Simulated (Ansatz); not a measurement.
# BH4NO: the cost of one run

Method: RKS BLYP-D4/def2-SVP, in Ansatz 0.2.0.

## (1) The starting structure

Bond lengths: B1–H2 1.190 Å, B1–N3 1.550 Å, N3–H4 1.060 Å, N3–H5 1.060 Å, B1–O6 1.410 Å, O6–H7 1.010 Å. Angles: H2–B1–N3 120.0°, H2–B1–O6 120.0°, N3–B1–O6 120.0°, B1–N3–H4 120.0°, B1–N3–H5 120.0°, H4–N3–H5 120.0°, B1–O6–H7 109.5°.

Coordinates:

```xyz
7

B     0.0000    0.0000    0.0000
H     0.0000    0.0000    1.1900
N     1.3423    0.0000   -0.7750
H     1.8089   -0.9179   -1.0268
H     1.7937    0.9179   -1.0532
O    -1.2211    0.0000   -0.7050
H    -1.7308   -0.8467   -0.4965
```

## (2) Preparing the start

input.yaml reads:

```yaml
crystal:
  periodic: [false, false, false]
  atoms:
    - { symbol: B, position_ang: [0.0, 0.0, 0.0] }
    - { symbol: H, position_ang: [0.0, 0.0, 1.19] }
    - { symbol: "N", position_ang: [1.3423, 0.0, -0.775] }
    - { symbol: H, position_ang: [1.8089, -0.9179, -1.0268] }
    - { symbol: H, position_ang: [1.7937, 0.9179, -1.0532] }
    - { symbol: O, position_ang: [-1.2211, 0.0, -0.705] }
    - { symbol: H, position_ang: [-1.7308, -0.8467, -0.4965] }
basis:
  gaussian: { orbitals: def2-SVP }
hamiltonian:
  xc: blyp
  dispersion: d4
relax:
  f_tol: 0.02
  max_steps: 40
```

On the command line:

```console
$ ansatz run input.yaml --threads 1 --pin off --max-ram 2048MiB --backend cpu --events-out ev --progress --plain --runs-dir out
```

**Question.** How long does this run take on 1 thread of Arm Neoverse V1, shared host, and how much memory does it need?

About 14 s, with a peak of 0.12 GiB.
